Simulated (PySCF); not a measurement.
Ionisation energies (eV) were calculated with PySCF 2.14 by LDA, PBE0, UHF, in another order, as differences of total energies without spin-orbit coupling. The measured values are between term centres (NIST).

```
                          species  measured       A       B       C
  B (x2c-QZVPPall, spin-free X2C)     8.297   8.040   8.643   8.644
 Ar (x2c-QZVPPall, spin-free X2C)    15.819  14.530  15.970  15.692
Mn⁺ (x2c-QZVPPall, spin-free X2C)    15.640  14.852  16.516  15.965
 Fe (x2c-QZVPPall, spin-free X2C)     7.904   6.430   8.130   7.626
Ga⁺ (x2c-QZVPPall, spin-free X2C)    20.515  18.750  21.166  20.443
 Kr (x2c-QZVPPall, spin-free X2C)    14.222  13.034  14.323  14.061
 Sr (x2c-QZVPPall, spin-free X2C)     5.695   4.744   5.868   5.612
 In (x2c-QZVPPall, spin-free X2C)     5.603   5.219   5.726   5.628
```

**Question.** Which column is which method?

**Answer.** A is UHF (mean error -1.01 eV); B is LDA (mean error 0.33 eV); C is PBE0 (mean error 0.00 eV). Hartree-Fock lacks the correlation of the electron removed and comes out lowest. LDA overbinds the outer electron and comes out highest. PBE0, with a quarter of exact exchange, lies close to experiment on average.
